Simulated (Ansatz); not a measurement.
**One shape, several levels: CH2Cl2 (SMILES ClCCl)**

Wanted: a comparison of 6 runs (BLYP/STO-3G, HSE06/STO-3G, PBE/STO-3G, RPA@PBE/STO-3G, UMP2/STO-3G, CCSDT/STO-3G) of CH2Cl2. 

Program for the calculation: Ansatz 0.2.0.

56 further runs of the same task are left out: 4 that didn't finish, 52 set aside as unsound or not needed.

### 1 The system as given

The species is CH2Cl2 (5 atoms), meant as a singlet with charge 0. SMILES: `ClCCl`. The C2–Cl1 distance was set to 2.644 Å, away from the relaxed value. At this shape a bond of the SMILES string is far longer than usual.

Bond lengths: C2–Cl3 1.762 Å, C2–H4 1.086 Å, C2–H5 1.086 Å. Angles: Cl3–C2–H4 108.1°, Cl3–C2–H5 108.1°, H4–C2–H5 111.4°. A long bond or contact: Cl1–C2 2.644 Å.

### 2 The energy at BLYP/STO-3G (run 1)

molecule.yaml

```yaml
crystal:
  periodic: [false, false, false]
  atoms:
    - {symbol: Cl, position_ang: [2.496678, -0.466671, 0.366596]}
    - {symbol: C, position_ang: [-0.101090, -0.082670, 0.062890]}
    - {symbol: Cl, position_ang: [-0.474220, 1.284450, -0.984760]}
    - {symbol: H, position_ang: [-0.525010, -0.976700, -0.384090]}
    - {symbol: H, position_ang: [-0.530410, 0.113600, 1.040610]}
basis:
  gaussian:
    orbitals: STO-3G
hamiltonian:
  xc: {name: BLYP}
accuracy: high
```

Run with:

```sh
$ ansatz run molecule.yaml --threads 1 --pin off --max-ram 3480MiB --events-out events.jsonl --progress --plain --runs-dir runs
```

The program printed:

```text
Warning: RAYON_NUM_THREADS=1 ignored (pool sized by the plan → 1); use --threads N
Functional definition: BLYP
  name "BLYP"
  parameter beta = 0.0042
  parameter a = 0.04918
  parameter b = 0.132
  parameter c = 0.2533
  parameter d = 0.349
  exchange = b88_x(beta = beta)
  correlation = lyp_c(a = a, b = b, c = c, d = d)
435 factors; integrals over basis functions are off by at most 1.7e-8 eV
mean field evaluation 1: about -25817.6642 eV, gradient 2.9e1 eV
mean field evaluation 2: about -25709.4066 eV, gradient 6.5e1 eV
mean field evaluation 4: about -25821.9448 eV, gradient 1.8e1 eV
mean field evaluation 8: about -25821.8895 eV, gradient 1.8e1 eV
mean field evaluation 16: about -25823.0805 eV, gradient 2.2e-9 eV
mean field -25823.08046396 eV, -948.9807035378 hartree, gradient 6.1e-9 eV, S^2 0.000000; 0 other end points of the search recorded, 0 dependent functions left out
reference -25823.08050460 eV, -948.9807050313 hartree; 21, 21 occupied and 4, 4 virtual orbitals, 435 factors
Total energy: -25823.08050460 eV, -948.9807050313 hartree
```

It took 1.3 s on 1 thread of Intel Xeon Platinum 8375C at 2.90GHz (Ice Lake), shared host; peak memory 0.11 GiB.

### 3 A single-point energy at HSE06/STO-3G (run 2)

in.yaml

```yaml
crystal:
  periodic: [false, false, false]
  atoms:
    - {symbol: Cl, position_ang: [2.496678, -0.466671, 0.366596]}
    - {symbol: C, position_ang: [-0.101090, -0.082670, 0.062890]}
    - {symbol: Cl, position_ang: [-0.474220, 1.284450, -0.984760]}
    - {symbol: H, position_ang: [-0.525010, -0.976700, -0.384090]}
    - {symbol: H, position_ang: [-0.530410, 0.113600, 1.040610]}
basis:
  gaussian: {orbitals: STO-3G}
total_charge: 0
hamiltonian: {xc: {name: HSE06}}
accuracy: high
```

Run with:

```sh
$ ansatz run in.yaml --threads 1 --pin off --max-ram 3480MiB --events-out events.jsonl --progress --plain --runs-dir runs
```

The program printed:

```text
Warning: RAYON_NUM_THREADS=1 ignored (pool sized by the plan → 1); use --threads N
Functional definition: HSE06
  name "HSE06"
  parameter a = 0.25
  parameter omega = 0.11/bohr
  exchange = pbe_x - a*pbe_x_sr(omega) + a*exact_x_sr(omega)
  correlation = pbe_c
435 factors; integrals over basis functions are off by at most 1.7e-8 eV
68 factors; integrals over basis functions are off by at most 9.7e-10 eV
mean field evaluation 1: about -25811.4870 eV, gradient 2.9e1 eV
mean field evaluation 2: about -25712.0858 eV, gradient 8.1e1 eV
mean field evaluation 4: about -25817.1219 eV, gradient 4.2e0 eV
mean field evaluation 8: about -25817.1224 eV, gradient 4.2e0 eV
mean field evaluation 16: about -25817.1551 eV, gradient 2.1e-8 eV
mean field -25817.15507562 eV, -948.7629495329 hartree, gradient 2.1e-8 eV, S^2 0.000000; 0 other end points of the search recorded, 0 dependent functions left out
reference -25817.15507753 eV, -948.7629496029 hartree; 21, 21 occupied and 4, 4 virtual orbitals, 435 factors
Total energy: -25817.15507753 eV, -948.7629496029 hartree
```

Wall time 1.5 s (1 thread of Intel Xeon Platinum 8375C at 2.90GHz (Ice Lake), shared host); peak memory 0.12 GiB.

Run 3 isn't shown in full; the table further down has it.

### 4 A single-point energy at RPA@PBE/STO-3G (run 4)

Edit molecule.yaml of step 2 so:

```diff
@@ -12,3 +12,6 @@
 hamiltonian:
-  xc: {name: BLYP}
+  xc: {name: PBE}
+correlation:
+  method: rpa
+  frozen_orbitals: {C: 1, Cl: 5, H: 0}
 accuracy: high
```

Run with:

```sh
$ ansatz run molecule.yaml --threads 1 --pin off --max-ram 3480MiB --events-out events.jsonl --progress --plain --runs-dir runs
```

The program printed:

```text
Warning: RAYON_NUM_THREADS=1 ignored (pool sized by the plan → 1); use --threads N
Functional definition: PBE
  name "PBE"
  parameter kappa = 0.804
  parameter beta = 0.06672455060314922
  exchange = pbe_x(kappa = kappa, mu = beta*pi^2/3)
  correlation = pbe_c(beta = beta)
435 factors; integrals over basis functions are off by at most 1.7e-8 eV
mean field evaluation 1: about -25808.6430 eV, gradient 2.9e1 eV
mean field evaluation 2: about -25808.5989 eV, gradient 2.9e1 eV
mean field evaluation 4: about -25806.2224 eV, gradient 2.7e1 eV
mean field evaluation 8: about -25812.9346 eV, gradient 1.7e1 eV
mean field evaluation 16: about -25814.0034 eV, gradient 2.7e-7 eV
mean field evaluation 32: about -25723.9406 eV, gradient 5.4e1 eV
mean field -25814.00343411 eV, -948.6471288434 hartree, gradient 2.5e-8 eV, S^2 0.000000; 0 other end points of the search recorded, 0 dependent functions left out
11 core orbitals not correlated: weight in the atoms' cores, before any rotation towards them, 1.000 or more for the frozen orbitals, at most 0.000 for the correlated occupied ones
reference -25784.12212371 eV, -947.5490109407 hartree; 10, 10 occupied and 4, 4 virtual orbitals, 435 factors
Total energy: -25790.05129034 eV, -947.7669037955 hartree
```

Run time: 1.9 s. Hardware: 1 thread of Intel Xeon Platinum 8375C at 2.90GHz (Ice Lake), shared host; peak memory 0.12 GiB.

Run 5 isn't shown in full; the table further down has it.

### 5 The energy at CCSDT/STO-3G (run 6)

job.yaml

```yaml
crystal:
  periodic: [false, false, false]
  atoms:
    - {symbol: Cl, position_ang: [2.496678, -0.466671, 0.366596]}
    - {symbol: C, position_ang: [-0.101090, -0.082670, 0.062890]}
    - {symbol: Cl, position_ang: [-0.474220, 1.284450, -0.984760]}
    - {symbol: H, position_ang: [-0.525010, -0.976700, -0.384090]}
    - {symbol: H, position_ang: [-0.530410, 0.113600, 1.040610]}
basis:
  gaussian: {orbitals: STO-3G}
correlation: {method: ccsdt, frozen_orbitals: {C: 1, Cl: 5, H: 0}}
accuracy: high
scf: {omitted_lower_state_checks: [cluster_reference, increment]}
```

Run with:

```sh
$ ansatz run job.yaml --threads 1 --pin off --max-ram 3480MiB --events-out events.jsonl --progress --plain --runs-dir runs
```

The program printed:

```text
Warning: RAYON_NUM_THREADS=1 ignored (pool sized by the plan → 1); use --threads N
[... 12 lines left out ...]
11 core orbitals not correlated: weight in the atoms' cores, before any rotation towards them, 1.000 or more for the frozen orbitals, at most 0.000 for the correlated occupied ones
[... 35 lines left out ...]
WARN: these amplitudes may be one of several solutions (largest doubles amplitude 0.42, level shift 2.37 eV)
Total energy: -25788.68545306 eV, -947.7167102013 hartree
Checks for a lower state left out: cluster_reference, increment
```

Run time: 0.56 s. Hardware: 1 thread of Intel Xeon Platinum 8375C at 2.90GHz (Ice Lake), shared host.

### 6 The series

| run | level | frozen core orbitals | energy (Eh) | wall time |
| --- | --- | --- | --- | --- |
| 1 | BLYP/STO-3G | – | -948.980705 | 1.3 s |
| 2 | HSE06/STO-3G | – | -948.762950 | 1.5 s |
| 3 | PBE/STO-3G | – | -948.647129 | 1.4 s |
| 4 | RPA@PBE/STO-3G | 11 | -947.766904 | 1.9 s |
| 5 | UMP2/STO-3G | 11 | -947.676659 | 0.81 s |
| 6 | CCSDT/STO-3G | 11 | -947.716710 | 0.56 s |

### 7 What came out

| quantity | value |
| --- | --- |
| run 6: total energy | -947.71671 Eh |
| run 6: correlation energy (11 core orbitals frozen) | -156.8 mEh |
| run 6: T1 diagnostic | 0.028 |

What this shows: Totals of different functionals can't be ranked against each other. In run 6 the log says that unrestricted orbitals would lower the reference, so the values rest on an unstable closed-shell determinant (other closed-shell runs at this shape may share the fault). In runs 1, 2, 3, 4, 5, 6 the basis is minimal, so the values are rough. Spin contamination of the reference: run 5 ⟨S²⟩ = 0.87. Where it is this large, the reference is a mixture of spin states, and values that rest on it are in doubt. All runs together took 7.5 s, the longest 1.9 s.
